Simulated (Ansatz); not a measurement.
Basis sets compared for (NaH)2 ring (Na₂H₂). Charge 0, multiplicity 1. Geometry PBE0-D4/def2-TZVP. Ansatz on 4 threads of Intel Xeon on a shared host; times are rough, and most runs start from earlier orbitals.

Cartesian coordinates in Å:
```
Na -0.724 -1.139 0.380
H 0.608 0.092 1.438
Na 0.725 1.139 -0.380
H -0.609 -0.092 -1.437
```

B3LYP takes the VWN-RPA correlation.

```csv
level,functions,energy (Eh),HOMO (eV),LUMO (eV),wall time
HF/STO-3G,20,-320.6988,-2.29,12.85,0.15 s
HF/6-31G,30,-324.8017,-7.51,0.51,0.26 s
PBE-D4/def2-SVP,40,-325.3876,-3.93,-1.24,0.6 s
B3LYP-D4/6-31G,30,-325.7618,-4.85,-1.05,0.66 s
PBE0-D4/def2-SVP,40,-325.4206,-4.96,-0.69,0.66 s
```

Estimate the rows for PBE-D4/def2-TZVP, B3LYP-D4/def2-TZVP, PBE0-D4/def2-TZVP.


| level | functions | energy (Eh) | HOMO (eV) | LUMO (eV) | wall time |
| --- | --- | --- | --- | --- | --- |
| PBE-D4/def2-TZVP | 76 | -325.5126 | -3.99 | -1.29 | 0.86 s |
| B3LYP-D4/def2-TZVP | 76 | -325.7915 | -4.90 | -1.00 | 1.1 s |
| PBE0-D4/def2-TZVP | 76 | -325.5439 | -5.02 | -0.74 | 1 s |
